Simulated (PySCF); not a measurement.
## Stationary points of SF5

Method: PBE0/[S def2-SVP, F def2-SVP], no relativity, density fitting, PySCF.

Relaxations began from a few typed shapes; open shells are unrestricted. The search is not exhaustive: other isomers or separated fragments can lie lower, and high-lying points may rest on an excited occupation.

```json
{"spin": "doublet", "group": "C4v", "bonds": "S–F 1.571 Å, S–F 1.620 Å (×4)", "angles": "F–S–F 90.0° (×4), F–S–F 91.5° (×4), F–S–F 177.1° (×2)", "imaginary modes (cm⁻¹)": "none", "ΔE (kJ/mol)": "0.0", "ΔE with ZPE (kJ/mol)": "0.0"}
{"spin": "doublet", "group": "D3h", "bonds": "S–F 1.657 Å (×2), S–F 1.674 Å (×3)", "angles": "F–S–F 90.0° (×6), F–S–F 120.0° (×3), F–S–F 180.0°", "imaginary modes (cm⁻¹)": "2 found", "ΔE (kJ/mol)": "148.0", "ΔE with ZPE (kJ/mol)": "–"}
```

The lowest minimum found is the doublet C4v: S–F 1.571 Å, S–F 1.620 Å (×4); F–S–F 90.0° (×4), F–S–F 91.5° (×4), F–S–F 177.1° (×2).
